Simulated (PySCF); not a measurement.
# `C[C@@H]1C[C@@H]1CF`, C$_{5}$H$_{9}$F

Geometry:
| atom | x (Å) | y (Å) | z (Å) |
| --- | --- | --- | --- |
| C1 | 1.518 | -0.759 | -0.135 |
| C2 | 0.788 | 0.560 | -0.146 |
| C3 | 0.099 | 1.060 | 1.089 |
| C4 | -0.713 | 0.625 | -0.095 |
| C5 | -1.540 | -0.636 | -0.057 |
| F6 | -2.879 | -0.320 | -0.014 |
| H7 | 1.073 | -1.450 | 0.576 |
| H8 | 1.498 | -1.218 | -1.122 |
| H9 | 2.559 | -0.605 | 0.146 |
| H10 | 1.271 | 1.306 | -0.766 |
| H11 | 0.100 | 0.417 | 1.957 |
| H12 | 0.143 | 2.111 | 1.329 |
| H13 | -1.193 | 1.399 | -0.682 |
| H14 | -1.400 | -1.238 | -0.963 |
| H15 | -1.336 | -1.245 | 0.830 |

Computed, not measured: PySCF, GIAO B3LYP/pcSseg-1 magnetisability, rotational g tensor and spin-rotation constants, non-relativistic, gas phase. Geometry: GFN2-xTB, dihedral held. The dihedral C2–C4–C5–F6 is held at 180°.

Task: Give the nuclear spin-rotation constants along the inertial axes (H = +C I·J) beside the isotropic shieldings.

Result: Rotational constants 6.9421, 2.1575, 1.8451 GHz. A star marks the isotopologue with that one atom substituted, in its own axes.
| atom | isotope | Caa (kHz) | Cbb (kHz) | Ccc (kHz) | mean (kHz) | σ (ppm) |
| --- | --- | --- | --- | --- | --- | --- |
| F6 | 19F | 2.619 | 0.686 | 0.495 | 1.267 | 416.5 |
| H7 | 1H | -0.609 | -0.250 | -0.036 | -0.298 | 31.8 |
| H8 | 1H | -0.749 | -0.073 | -0.099 | -0.307 | 30.4 |
| H9 | 1H | 0.169 | -0.241 | -0.195 | -0.089 | 30.2 |
| H10 | 1H | -0.510 | -0.220 | -0.058 | -0.263 | 31.0 |
| H11 | 1H | -0.827 | -0.249 | 0.016 | -0.353 | 31.9 |
| H12 | 1H | -0.764 | 0.030 | -0.203 | -0.312 | 30.9 |
| H13 | 1H | -0.617 | -0.182 | -0.056 | -0.285 | 30.7 |
| H14 | 1H | -0.762 | 0.057 | -0.080 | -0.262 | 26.6 |
| H15 | 1H | -0.756 | -0.212 | 0.116 | -0.284 | 27.5 |
| C1 | 13C* | 1.107 | 0.297 | 0.262 | 0.555 | 164.9 |
| C2 | 13C* | 1.236 | 0.272 | 0.213 | 0.574 | 169.9 |
| C3 | 13C* | 1.054 | 0.343 | 0.238 | 0.545 | 165.1 |
| C4 | 13C* | 1.310 | 0.269 | 0.266 | 0.615 | 161.9 |
| C5 | 13C* | 1.420 | 0.596 | 0.550 | 0.855 | 90.3 |

For the geometry as given, no vibrational averaging.
